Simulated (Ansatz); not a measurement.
Input file:

```yaml
crystal:
  periodic: [false, false, false]
  atoms:
    - {symbol: Nb, position_ang: [0.000000, 0.000000, 0.000000]}
    - {symbol: B, position_ang: [0.000000, 0.000000, 1.978200]}
basis:
  gaussian: {orbitals: def2-SVP}
magnetization: {spin_polarized: true, initial_magnetization: 2}
correlation: {method: ccsdt_q, electrons: outside_noble_gas}
```

```sh
$ ansatz run in.yaml --threads 1 --pin off --events-out ev --progress --plain --max-ram 4096MiB --backend cpu
```

Log:

```
792 factors; integrals over basis functions are off by at most 1.1e-7 eV
mean field evaluation 1: about -2194.4517 eV, gradient 2.2e1 eV
mean field evaluation 2: about -2194.5399 eV, gradient 2.2e1 eV
mean field evaluation 4: about -2197.7366 eV, gradient 2.2e0 eV
mean field evaluation 8: about -2197.8865 eV, gradient 5.6e-1 eV
mean field evaluation 16: about -2198.4324 eV, gradient 2.3e-1 eV
mean field evaluation 32: about -2156.1340 eV, gradient 9.8e1 eV
mean field evaluation 64: about -2199.3533 eV, gradient 2.4e-6 eV
mean field evaluation 96: about -2197.6797 eV, gradient 4.9e-1 eV
mean field evaluation 128: about -2196.8529 eV, gradient 1.3e-2 eV
mean field evaluation 160: about -2199.3667 eV, gradient 3.0e-1 eV
...
cycle  52  -4.71885382 eV  change   -5.9e-6 eV  update   2.9e-6
cycle  53  -4.71886007 eV  change   -6.2e-6 eV  update   2.5e-6
cycle  54  -4.71886561 eV  change   -5.5e-6 eV  update   2.1e-6
cycle  55  -4.71886868 eV  change   -3.1e-6 eV  update   1.7e-6
cycle  56  -4.71887014 eV  change   -1.5e-6 eV  update   1.5e-6
cycle  57  -4.71887199 eV  change   -1.9e-6 eV  update   1.3e-6
cycle  58  -4.71887285 eV  change   -8.6e-7 eV  update   9.2e-7
cycle  59  -4.71887342 eV  change   -5.7e-7 eV  update   7.2e-7
cycle  60  -4.71887398 eV  change   -5.6e-7 eV  update   5.7e-7
cycle  61  -4.71887403 eV  change   -4.9e-8 eV  update   4.7e-7
perturbative correction -0.11756540 eV, -0.0043204487 hartree
WARN: the results are in doubt because among natural orbitals full CI differs from the method by +0.475 eV
Total energy: -2204.20113956 eV, -81.0028978175 hartree
In doubt: among natural orbitals full CI differs from the method by +0.475 eV
```

Ran on 1 thread of AMD EPYC 7R13, shared host: 73 s wall, 0.31 GiB peak host memory.
